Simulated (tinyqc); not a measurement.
Worked calculation (part 1 of 2): UHF in the sto-3g basis, for CH2, spin multiplicity 1. This run ends on a higher stationary point, not on the lowest solution. Computed by tinyqc, a small Python program that keeps every step (integrals from PySCF). Settings: charge = 0, multiplicity = 1, basis = sto-3g, energy threshold = 1e-09, iteration cap = 76, orthogonalisation = symmetric, start = core, DIIS depth = 0, damping = 0.7, method = UHF, break = 0.2. Command: `OMP_NUM_THREADS=1 python tinyqc.py 24362 24363 out.jsonl` (the two numbers bound the seeds that draw the settings). One thread of a shared host (Intel(R) Xeon(R) Processor @ 2.60GHz), about 0.1 s of CPU time with the checks. Later iterations appear only in the table of the cycle.

## One-electron integrals

Geometry (angstrom):
```
atom         x          y         z
C     0.000000   0.000000  0.000000
H     0.000000   0.815000  0.615000
H     0.000000  -0.815000  0.615000
```

Basis sto-3g: exponents (1/bohr^2) and contraction coefficients of normalised primitives:
```
element  l (shell)   exponent  coefficient
C            s (1)  71.616837     0.154329
C            s (1)  13.045096     0.535328
C            s (1)   3.530512     0.444635
C            s (2)   2.941249    -0.099967
C            s (2)   0.683483     0.399513
C            s (2)   0.222290     0.700115
C            p (3)   2.941249     0.155916
C            p (3)   0.683483     0.607684
C            p (3)   0.222290     0.391957
H            s (1)   3.425251     0.154329
H            s (1)   0.623914     0.535328
H            s (1)   0.168855     0.444635
```

Overlap, kinetic and nuclear-attraction integrals over the contracted functions; the nuclear repulsion is the sum of Za Zb / Rab.

nuclear repulsion = 6.54413843 hartree

overlap S, order 1C 1s, 1C 2s, 1C 2px, 1C 2py, 1C 2pz, 2H 1s, 3H 1s:
```
[[1.000000, 0.248362, 0.000000, 0.000000, 0.000000, 0.073155, 0.073155],
 [0.248362, 1.000000, 0.000000, 0.000000, 0.000000, 0.531101, 0.531101],
 [0.000000, 0.000000, 1.000000, 0.000000, 0.000000, 0.000000, 0.000000],
 [0.000000, 0.000000, 0.000000, 1.000000, 0.000000, 0.390931, -0.390931],
 [0.000000, 0.000000, 0.000000, 0.000000, 1.000000, 0.294997, 0.294997],
 [0.073155, 0.531101, 0.000000, 0.390931, 0.294997, 1.000000, 0.212448],
 [0.073155, 0.531101, 0.000000, -0.390931, 0.294997, 0.212448, 1.000000]]
```

kinetic energy T (hartree), order 1C 1s, 1C 2s, 1C 2px, 1C 2py, 1C 2pz, 2H 1s, 3H 1s:
```
[[15.891122, -0.085890, 0.000000, 0.000000, 0.000000, -0.007018, -0.007018],
 [-0.085890, 0.472250, 0.000000, 0.000000, 0.000000, 0.130820, 0.130820],
 [0.000000, 0.000000, 1.477728, 0.000000, 0.000000, 0.000000, 0.000000],
 [0.000000, 0.000000, 0.000000, 1.477728, 0.000000, 0.243615, -0.243615],
 [0.000000, 0.000000, 0.000000, 0.000000, 1.477728, 0.183833, 0.183833],
 [-0.007018, 0.130820, 0.000000, 0.243615, 0.183833, 0.760032, 0.000718],
 [-0.007018, 0.130820, 0.000000, -0.243615, 0.183833, 0.000718, 0.760032]]
```

nuclear attraction V (hartree), order 1C 1s, 1C 2s, 1C 2px, 1C 2py, 1C 2pz, 2H 1s, 3H 1s:
```
[[-34.689323, -4.449677, 0.000000, 0.000000, -0.023253, -1.341759, -1.341759],
 [-4.449677, -6.186771, 0.000000, 0.000000, -0.228229, -2.887063, -2.887063],
 [0.000000, 0.000000, -6.049892, 0.000000, 0.000000, 0.000000, 0.000000],
 [0.000000, 0.000000, 0.000000, -6.232319, 0.000000, -1.969231, 1.969231],
 [-0.023253, -0.228229, 0.000000, 0.000000, -6.153770, -1.554901, -1.554901],
 [-1.341759, -2.887063, 0.000000, -1.969231, -1.554901, -4.572270, -1.050705],
 [-1.341759, -2.887063, 0.000000, 1.969231, -1.554901, -1.050705, -4.572270]]
```

core Hamiltonian H = T + V (hartree), order 1C 1s, 1C 2s, 1C 2px, 1C 2py, 1C 2pz, 2H 1s, 3H 1s:
```
[[-18.798201, -4.535567, 0.000000, 0.000000, -0.023253, -1.348777, -1.348777],
 [-4.535567, -5.714521, 0.000000, 0.000000, -0.228229, -2.756243, -2.756243],
 [0.000000, 0.000000, -4.572164, 0.000000, 0.000000, 0.000000, 0.000000],
 [0.000000, 0.000000, 0.000000, -4.754591, 0.000000, -1.725616, 1.725616],
 [-0.023253, -0.228229, 0.000000, 0.000000, -4.676042, -1.371069, -1.371069],
 [-1.348777, -2.756243, 0.000000, -1.725616, -1.371069, -3.812238, -1.049987],
 [-1.348777, -2.756243, 0.000000, 1.725616, -1.371069, -1.049987, -3.812238]]
```

## Two-electron integrals

Functions are numbered as in S; the eight-fold symmetry (ij|kl) = (ji|kl) = (kl|ij) leaves the list below.

Two-electron integrals (ij|kl) in chemists' order, unique and non-zero (hartree):
```
(11|11) 3.541948    (21|11) 0.576921    (21|21) 0.111888    (22|11) 0.854682
(22|21) 0.205284    (22|22) 0.624709    (31|31) 0.020296    (32|31) 0.030858
(32|32) 0.137996    (33|11) 0.852436    (33|21) 0.205335    (33|22) 0.624568
(33|33) 0.672833    (41|41) 0.020296    (42|41) 0.030858    (42|42) 0.137996
(43|43) 0.036269    (44|11) 0.852436    (44|21) 0.205335    (44|22) 0.624568
(44|33) 0.600295    (44|44) 0.672833    (51|51) 0.020296    (52|51) 0.030858
(52|52) 0.137996    (53|53) 0.036269    (54|54) 0.036269    (55|11) 0.852436
(55|21) 0.205335    (55|22) 0.624568    (55|33) 0.600295    (55|44) 0.600295
(55|55) 0.672833    (61|11) 0.171844    (61|21) 0.033078    (61|22) 0.060414
(61|33) 0.060209    (61|41) 0.001628    (61|42) 0.002996    (61|44) 0.060613
(61|51) 0.001228    (61|52) 0.002261    (61|54) 0.000304    (61|55) 0.060439
(61|61) 0.010003    (62|11) 0.369630    (62|21) 0.089758    (62|22) 0.295658
(62|33) 0.289004    (62|41) 0.006797    (62|42) 0.044608    (62|44) 0.301557
(62|51) 0.005129    (62|52) 0.033661    (62|54) 0.009472    (62|55) 0.296152
(62|61) 0.027583    (62|62) 0.175983    (63|31) 0.009641    (63|32) 0.049173
(63|43) 0.009001    (63|53) 0.006792    (63|63) 0.023094    (64|11) 0.238502
(64|21) 0.058722    (64|22) 0.205135    (64|33) 0.194716    (64|41) 0.013558
(64|42) 0.078217    (64|44) 0.221028    (64|51) 0.002956    (64|52) 0.021917
(64|54) 0.013062    (64|55) 0.199447    (64|61) 0.018995    (64|62) 0.145337
(64|64) 0.140978    (65|11) 0.179974    (65|21) 0.044312    (65|22) 0.154795
(65|33) 0.146933    (65|41) 0.002956    (65|42) 0.021917    (65|44) 0.153203
(65|51) 0.011872    (65|52) 0.065711    (65|54) 0.013733    (65|55) 0.164088
(65|61) 0.014334    (65|62) 0.109671    (65|64) 0.088956    (65|65) 0.090220
(66|11) 0.502601    (66|21) 0.124149    (66|22) 0.460518    (66|33) 0.436008
(66|41) 0.012745    (66|42) 0.108494    (66|44) 0.482554    (66|51) 0.009618
(66|52) 0.081870    (66|54) 0.035124    (66|55) 0.462512    (66|61) 0.038859
(66|62) 0.333802    (66|64) 0.305975    (66|65) 0.230889    (66|66) 0.774606
(71|11) 0.171844    (71|21) 0.033078    (71|22) 0.060414    (71|33) 0.060209
(71|41) -0.001628   (71|42) -0.002996   (71|44) 0.060613    (71|51) 0.001228
(71|52) 0.002261    (71|54) -0.000304   (71|55) 0.060439    (71|61) 0.009721
(71|62) 0.026101    (71|64) 0.016149    (71|65) 0.013568    (71|66) 0.035924
(71|71) 0.010003    (72|11) 0.369630    (72|21) 0.089758    (72|22) 0.295658
(72|33) 0.289004    (72|41) -0.006797   (72|42) -0.044608   (72|44) 0.301557
(72|51) 0.005129    (72|52) 0.033661    (72|54) -0.009472   (72|55) 0.296152
(72|61) 0.026101    (72|62) 0.134815    (72|64) 0.078236    (72|65) 0.081891
(72|66) 0.207276    (72|71) 0.027583    (72|72) 0.175983    (73|31) 0.009641
(73|32) 0.049173    (73|43) -0.009001   (73|53) 0.006792    (73|63) 0.016845
(73|73) 0.023094    (74|11) -0.238502   (74|21) -0.058722   (74|22) -0.205135
(74|33) -0.194716   (74|41) 0.013558    (74|42) 0.078217    (74|44) -0.221028
(74|51) -0.002956   (74|52) -0.021917   (74|54) 0.013062    (74|55) -0.199447
(74|61) -0.016149   (74|62) -0.078236   (74|64) -0.029547   (74|65) -0.046423
(74|66) -0.107148   (74|71) -0.018995   (74|72) -0.145337   (74|74) 0.140978
(75|11) 0.179974    (75|21) 0.044312    (75|22) 0.154795    (75|33) 0.146933
(75|41) -0.002956   (75|42) -0.021917   (75|44) 0.153203    (75|51) 0.011872
(75|52) 0.065711    (75|54) -0.013733   (75|55) 0.164088    (75|61) 0.013568
(75|62) 0.081891    (75|64) 0.046423    (75|65) 0.065557    (75|66) 0.134912
(75|71) 0.014334    (75|72) 0.109671    (75|74) -0.088956   (75|75) 0.090220
(76|11) 0.130286    (76|21) 0.031780    (76|22) 0.109088    (76|33) 0.105932
(76|44) 0.108751    (76|51) 0.002960    (76|52) 0.020890    (76|55) 0.112476
(76|61) 0.009592    (76|62) 0.060544    (76|64) 0.042868    (76|65) 0.041426
(76|66) 0.109836    (76|71) 0.009592    (76|72) 0.060544    (76|74) -0.042868
(76|75) 0.041426    (76|76) 0.024914    (77|11) 0.502601    (77|21) 0.124149
(77|22) 0.460518    (77|33) 0.436008    (77|41) -0.012745   (77|42) -0.108494
(77|44) 0.482554    (77|51) 0.009618    (77|52) 0.081870    (77|54) -0.035124
(77|55) 0.462512    (77|61) 0.035924    (77|62) 0.207276    (77|64) 0.107148
(77|65) 0.134912    (77|66) 0.320520    (77|71) 0.038859    (77|72) 0.333802
(77|74) -0.305975   (77|75) 0.230889    (77|76) 0.109836    (77|77) 0.774606
```

## Orthogonalisation

S = U s U^T; symmetric (Loewdin) form X = U s^(-1/2) U^T, so that X^T S X = 1.

eigenvalues of S: [0.228277, 0.330804, 0.863497, 1.000000, 1.099833, 1.456748, 2.020841]

X, order 1C 1s, 1C 2s, 1C 2px, 1C 2py, 1C 2pz, 2H 1s, 3H 1s:
```
[[1.027316, -0.159290, 0.000000, 0.000000, -0.016304, 0.027508, 0.027508],
 [-0.159290, 1.390441, 0.000000, 0.000000, 0.199450, -0.416702, -0.416702],
 [0.000000, 0.000000, 1.000000, 0.000000, 0.000000, 0.000000, 0.000000],
 [0.000000, 0.000000, 0.000000, 1.197731, 0.000000, -0.316000, 0.316000],
 [-0.016304, 0.199450, 0.000000, 0.000000, 1.108636, -0.227643, -0.227643],
 [0.027508, -0.416702, 0.000000, -0.316000, -0.227643, 1.334596, -0.034863],
 [0.027508, -0.416702, 0.000000, 0.316000, -0.227643, -0.034863, 1.334596]]
```

## Starting guess

The start is the orbitals of the core Hamiltonian, with HOMO and LUMO mixed by +/-0.2 rad for the two spins; D(s) = C_occ C_occ^T for each spin.

D(alpha) at the start, order 1C 1s, 1C 2s, 1C 2px, 1C 2py, 1C 2pz, 2H 1s, 3H 1s:
```
[[1.060397, -0.271437, 0.024681, 0.000000, -0.146819, 0.055425, 0.055425],
 [-0.271437, 1.204412, -0.100480, 0.000000, 0.688247, -0.235796, -0.235796],
 [0.024681, -0.100480, 0.960530, 0.000000, 0.168172, -0.006581, -0.006581],
 [0.000000, 0.000000, 0.000000, 1.245137, 0.000000, -0.184219, 0.184219],
 [-0.146819, 0.688247, 0.168172, 0.000000, 0.446801, -0.140945, -0.140945],
 [0.055425, -0.235796, -0.006581, -0.184219, -0.140945, 0.074148, 0.019638],
 [0.055425, -0.235796, -0.006581, 0.184219, -0.140945, 0.019638, 0.074148]]
```

D(beta) at the start, order 1C 1s, 1C 2s, 1C 2px, 1C 2py, 1C 2pz, 2H 1s, 3H 1s:
```
[[1.060397, -0.271437, -0.024681, 0.000000, -0.146819, 0.055425, 0.055425],
 [-0.271437, 1.204412, 0.100480, 0.000000, 0.688247, -0.235796, -0.235796],
 [-0.024681, 0.100480, 0.960530, 0.000000, -0.168172, 0.006581, 0.006581],
 [0.000000, 0.000000, 0.000000, 1.245137, 0.000000, -0.184219, 0.184219],
 [-0.146819, 0.688247, -0.168172, 0.000000, 0.446801, -0.140945, -0.140945],
 [0.055425, -0.235796, 0.006581, -0.184219, -0.140945, 0.074148, 0.019638],
 [0.055425, -0.235796, 0.006581, 0.184219, -0.140945, 0.019638, 0.074148]]
```

## Iteration 1: building the Fock matrix

J_ij = sum D_kl (ij|kl) with D = D(alpha) + D(beta), K_ij = sum D_kl (ik|jl) for each spin; F = H + J - K(s); E = tr D H + tr D J / 2 - 0.5 sum_s tr D(s) K(s) + E_nn.

Coulomb J (hartree), order 1C 1s, 1C 2s, 1C 2px, 1C 2py, 1C 2pz, 2H 1s, 3H 1s:
```
[[12.450065, 2.433994, 0.000000, 0.000000, 0.049244, 0.724132, 0.724132],
 [2.433994, 5.545192, 0.000000, 0.000000, 0.218815, 2.590108, 2.590108],
 [0.000000, 0.000000, 5.579780, 0.000000, 0.000000, 0.000000, 0.000000],
 [0.000000, 0.000000, 0.000000, 5.565749, 0.000000, 1.757071, -1.757071],
 [0.049244, 0.218815, 0.000000, 0.000000, 5.473928, 1.386221, 1.386221],
 [0.724132, 2.590108, 0.000000, 1.757071, 1.386221, 3.879375, 0.949871],
 [0.724132, 2.590108, 0.000000, -1.757071, 1.386221, 0.949871, 3.879375]]
```

exchange K(alpha) (hartree), order 1C 1s, 1C 2s, 1C 2px, 1C 2py, 1C 2pz, 2H 1s, 3H 1s:
```
[[3.638144, 0.651743, -0.003112, 0.000000, 0.013623, 0.202543, 0.202543],
 [0.651743, 0.846223, -0.075244, 0.000000, 0.312671, 0.411947, 0.411947],
 [-0.003112, -0.075244, 0.827998, 0.000000, 0.105029, -0.010233, -0.010233],
 [0.000000, 0.000000, 0.000000, 0.838531, 0.000000, 0.230396, -0.230396],
 [0.013623, 0.312671, 0.105029, 0.000000, 0.405573, 0.213572, 0.213572],
 [0.202543, 0.411947, -0.010233, 0.230396, 0.213572, 0.301666, 0.151722],
 [0.202543, 0.411947, -0.010233, -0.230396, 0.213572, 0.151722, 0.301666]]
```

exchange K(beta) (hartree), order 1C 1s, 1C 2s, 1C 2px, 1C 2py, 1C 2pz, 2H 1s, 3H 1s:
```
[[3.638144, 0.651743, 0.003112, 0.000000, 0.013623, 0.202543, 0.202543],
 [0.651743, 0.846223, 0.075244, 0.000000, 0.312671, 0.411947, 0.411947],
 [0.003112, 0.075244, 0.827998, 0.000000, -0.105029, 0.010233, 0.010233],
 [0.000000, 0.000000, 0.000000, 0.838531, 0.000000, 0.230396, -0.230396],
 [0.013623, 0.312671, -0.105029, 0.000000, 0.405573, 0.213572, 0.213572],
 [0.202543, 0.411947, 0.010233, 0.230396, 0.213572, 0.301666, 0.151722],
 [0.202543, 0.411947, 0.010233, -0.230396, 0.213572, 0.151722, 0.301666]]
```

F(alpha) (hartree), order 1C 1s, 1C 2s, 1C 2px, 1C 2py, 1C 2pz, 2H 1s, 3H 1s:
```
[[-9.986280, -2.753316, 0.003112, 0.000000, 0.012368, -0.827187, -0.827187],
 [-2.753316, -1.015552, 0.075244, 0.000000, -0.322086, -0.578081, -0.578081],
 [0.003112, 0.075244, 0.179618, 0.000000, -0.105029, 0.010233, 0.010233],
 [0.000000, 0.000000, 0.000000, -0.027373, 0.000000, -0.198942, 0.198942],
 [0.012368, -0.322086, -0.105029, 0.000000, 0.392313, -0.198419, -0.198419],
 [-0.827187, -0.578081, 0.010233, -0.198942, -0.198419, -0.234530, -0.251838],
 [-0.827187, -0.578081, 0.010233, 0.198942, -0.198419, -0.251838, -0.234530]]
```

F(beta) (hartree), order 1C 1s, 1C 2s, 1C 2px, 1C 2py, 1C 2pz, 2H 1s, 3H 1s:
```
[[-9.986280, -2.753316, -0.003112, 0.000000, 0.012368, -0.827187, -0.827187],
 [-2.753316, -1.015552, -0.075244, 0.000000, -0.322086, -0.578081, -0.578081],
 [-0.003112, -0.075244, 0.179618, 0.000000, 0.105029, -0.010233, -0.010233],
 [0.000000, 0.000000, 0.000000, -0.027373, 0.000000, -0.198942, 0.198942],
 [0.012368, -0.322086, 0.105029, 0.000000, 0.392313, -0.198419, -0.198419],
 [-0.827187, -0.578081, -0.010233, -0.198942, -0.198419, -0.234530, -0.251838],
 [-0.827187, -0.578081, -0.010233, 0.198942, -0.198419, -0.251838, -0.234530]]
```

total energy of this density = -36.70567337 hartree

This density is the starting one.

## Iteration 1: diagonalisation and new density

Diagonalise F' = X^T F X, C = X C', fill 4 alpha and 4 beta electrons from the bottom; D(s) = C_occ C_occ^T; the new density keeps 0.7 of the old one (damping). Each column has its largest component positive (the first on a tie).

F' = X^T F X (alpha) (hartree):
```
[[-9.749702, -1.524069, -0.006513, 0.000000, 0.025033, -0.157711, -0.157711],
 [-1.524069, -0.143782, 0.074650, 0.000000, -0.082577, -0.425386, -0.425386],
 [-0.006513, 0.074650, 0.179618, 0.000000, -0.106141, 0.005941, 0.005941],
 [0.000000, 0.000000, 0.000000, 0.265373, 0.000000, -0.363173, 0.363173],
 [0.025033, -0.082577, -0.106141, 0.000000, 0.556751, -0.274308, -0.274308],
 [-0.157711, -0.425386, 0.005941, -0.363173, -0.274308, 0.297606, -0.073754],
 [-0.157711, -0.425386, 0.005941, 0.363173, -0.274308, -0.073754, 0.297606]]
```

orbital energies (alpha) (hartree): [-9.995297, -0.503954, -0.197965, 0.134393, 0.508896, 0.834698, 0.922700]

coefficients C (alpha), order 1C 1s, 1C 2s, 1C 2px, 1C 2py, 1C 2pz, 2H 1s, 3H 1s:
```
[[0.991028, -0.213591, 0.000000, 0.050077, -0.183654, 0.000000, -0.136149],
 [0.039660, 0.610510, 0.000000, -0.234499, 0.899389, 0.000000, 1.052415],
 [-0.000528, -0.036172, 0.000000, 0.937927, 0.339637, 0.000000, -0.060260],
 [0.000000, 0.000000, 0.589979, 0.000000, 0.000000, 1.134106, 0.000000],
 [0.004863, 0.247870, 0.000000, 0.255129, -0.501163, 0.000000, 0.997519],
 [-0.009100, 0.268103, 0.414007, 0.091239, -0.386175, -0.930679, -0.917308],
 [-0.009100, 0.268103, -0.414007, 0.091239, -0.386175, 0.930679, -0.917308]]
```

F' = X^T F X (beta) (hartree):
```
[[-9.749702, -1.524069, 0.006513, 0.000000, 0.025033, -0.157711, -0.157711],
 [-1.524069, -0.143782, -0.074650, 0.000000, -0.082577, -0.425386, -0.425386],
 [0.006513, -0.074650, 0.179618, 0.000000, 0.106141, -0.005941, -0.005941],
 [0.000000, 0.000000, 0.000000, 0.265373, 0.000000, -0.363173, 0.363173],
 [0.025033, -0.082577, 0.106141, 0.000000, 0.556751, -0.274308, -0.274308],
 [-0.157711, -0.425386, -0.005941, -0.363173, -0.274308, 0.297606, -0.073754],
 [-0.157711, -0.425386, -0.005941, 0.363173, -0.274308, -0.073754, 0.297606]]
```

orbital energies (beta) (hartree): [-9.995297, -0.503954, -0.197965, 0.134393, 0.508896, 0.834698, 0.922700]

coefficients C (beta), order 1C 1s, 1C 2s, 1C 2px, 1C 2py, 1C 2pz, 2H 1s, 3H 1s:
```
[[0.991028, -0.213591, 0.000000, -0.050077, -0.183654, 0.000000, -0.136149],
 [0.039660, 0.610510, 0.000000, 0.234499, 0.899389, 0.000000, 1.052415],
 [0.000528, 0.036172, 0.000000, 0.937927, -0.339637, 0.000000, 0.060260],
 [0.000000, 0.000000, 0.589979, 0.000000, 0.000000, 1.134106, 0.000000],
 [0.004863, 0.247870, 0.000000, -0.255129, -0.501163, 0.000000, 0.997519],
 [-0.009100, 0.268103, 0.414007, -0.091239, -0.386175, -0.930679, -0.917308],
 [-0.009100, 0.268103, -0.414007, -0.091239, -0.386175, 0.930679, -0.917308]]
```

D(alpha) after iteration 1, order 1C 1s, 1C 2s, 1C 2px, 1C 2py, 1C 2pz, 2H 1s, 3H 1s:
```
[[1.051358, -0.220857, 0.033528, 0.000000, -0.113377, 0.020283, 0.020283],
 [-0.220857, 0.971874, -0.142950, 0.000000, 0.509281, -0.122480, -0.122480],
 [0.033528, -0.142950, 0.936676, 0.000000, 0.186818, 0.018158, 0.018158],
 [0.000000, 0.000000, 0.000000, 0.976019, 0.000000, -0.055676, 0.055676],
 [-0.113377, 0.509281, 0.186818, 0.000000, 0.350727, -0.071755, -0.071755],
 [0.020283, -0.122480, 0.018158, -0.055676, -0.071755, 0.127410, -0.013588],
 [0.020283, -0.122480, 0.018158, 0.055676, -0.071755, -0.013588, 0.127410]]
```

D(beta) after iteration 1, order 1C 1s, 1C 2s, 1C 2px, 1C 2py, 1C 2pz, 2H 1s, 3H 1s:
```
[[1.051358, -0.220857, -0.033528, 0.000000, -0.113377, 0.020283, 0.020283],
 [-0.220857, 0.971874, 0.142950, 0.000000, 0.509281, -0.122480, -0.122480],
 [-0.033528, 0.142950, 0.936676, 0.000000, -0.186818, -0.018158, -0.018158],
 [0.000000, 0.000000, 0.000000, 0.976019, 0.000000, -0.055676, 0.055676],
 [-0.113377, 0.509281, -0.186818, 0.000000, 0.350727, -0.071755, -0.071755],
 [0.020283, -0.122480, -0.018158, -0.055676, -0.071755, 0.127410, -0.013588],
 [0.020283, -0.122480, -0.018158, 0.055676, -0.071755, -0.013588, 0.127410]]
```
